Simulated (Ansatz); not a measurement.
Geometry optimisation, Ansatz 0.2.0, RKS PBE0-D4/def2-SVP.

The input (input.yaml):

```yaml
crystal:
  periodic: [false, false, false]
  atoms:
    - { symbol: B, position_ang: [-0.038032, 0.401125, -0.521153] }
    - { symbol: "N", position_ang: [-0.019844, 0.061446, 2.194594] }
    - { symbol: H, position_ang: [-0.807313, -0.142939, 2.80173] }
    - { symbol: H, position_ang: [0.823854, 0.043963, 2.756749] }
    - { symbol: H, position_ang: [1.038889, -0.042967, -0.845821] }
    - { symbol: F, position_ang: [-1.121192, -0.254897, -0.892483] }
    - { symbol: H, position_ang: [-0.187423, 1.466245, 0.011986] }
    - { symbol: H, position_ang: [-0.14134, 1.023523, 1.829798] }
basis:
  gaussian: { orbitals: def2-SVP }
hamiltonian:
  xc: pbe0
  dispersion: d4
relax:
  f_tol: 0.03
  max_steps: 50
output:
  orbitals: {}
```

Launched with:

```bash
$ ansatz run input.yaml --threads 2 --pin off --max-ram 3072MiB --backend cpu --events-out ev --progress --plain --runs-dir out
```

Where does it end, and by what steps?

The run converged. The force dipped under the threshold on the way, but the program's further checks kept it going. After 18 steps the energy has fallen by 1.065 eV; H4 moved furthest, 1.03 Å. Joined: B1–N2 (2.74 → 1.66 Å).

```json
{"step": "0", "energy less start (eV)": "0.0000", "largest force component (eV/Å)": "0.789", "accepted": "yes"}
{"step": "1", "energy less start (eV)": "-0.0892", "largest force component (eV/Å)": "1.060", "accepted": "yes"}
{"step": "2", "energy less start (eV)": "-0.2330", "largest force component (eV/Å)": "2.119", "accepted": "yes"}
{"step": "3", "energy less start (eV)": "-0.4940", "largest force component (eV/Å)": "1.636", "accepted": "yes"}
{"step": "4", "energy less start (eV)": "-0.8565", "largest force component (eV/Å)": "0.925", "accepted": "yes"}
{"step": "5", "energy less start (eV)": "-0.7844", "largest force component (eV/Å)": "3.181", "accepted": "no"}
{"step": "6", "energy less start (eV)": "-0.9749", "largest force component (eV/Å)": "0.239", "accepted": "yes"}
{"step": "7", "energy less start (eV)": "-0.9928", "largest force component (eV/Å)": "0.239", "accepted": "yes"}
{"step": "8", "energy less start (eV)": "-0.9986", "largest force component (eV/Å)": "0.072", "accepted": "yes"}
{"step": "9", "energy less start (eV)": "-0.9998", "largest force component (eV/Å)": "0.120", "accepted": "yes"}
{"step": "10", "energy less start (eV)": "-1.0089", "largest force component (eV/Å)": "0.197", "accepted": "yes"}
{"step": "11", "energy less start (eV)": "-1.0386", "largest force component (eV/Å)": "0.195", "accepted": "yes"}
{"step": "12", "energy less start (eV)": "-0.9828", "largest force component (eV/Å)": "1.367", "accepted": "no"}
{"step": "13", "energy less start (eV)": "-1.0536", "largest force component (eV/Å)": "0.081", "accepted": "yes"}
{"step": "14", "energy less start (eV)": "-1.0632", "largest force component (eV/Å)": "0.017", "accepted": "yes"}
{"step": "15", "energy less start (eV)": "-1.0613", "largest force component (eV/Å)": "0.272", "accepted": "no"}
{"step": "16", "energy less start (eV)": "-1.0648", "largest force component (eV/Å)": "0.048", "accepted": "yes"}
{"step": "17", "energy less start (eV)": "-1.0635", "largest force component (eV/Å)": "0.152", "accepted": "no"}
{"step": "18", "energy less start (eV)": "-1.0650", "largest force component (eV/Å)": "0.014", "accepted": "yes"}
```

```xyz
8
Properties=species:S:1:pos:R:3
B -0.046 0.382 0.067
N -0.042 0.298 1.723
H -0.999 0.297 2.080
H 0.411 -0.563 2.036
H 1.147 0.346 -0.228
F -0.769 -0.746 -0.307
H -0.609 1.451 -0.166
H 0.454 1.091 2.130
```

Whether the end is a true minimum wasn't checked by a vibrational analysis.

Time of the run: 26 s on 2 threads of Arm Neoverse V1, on a shared host, peak memory 0.13 GiB.
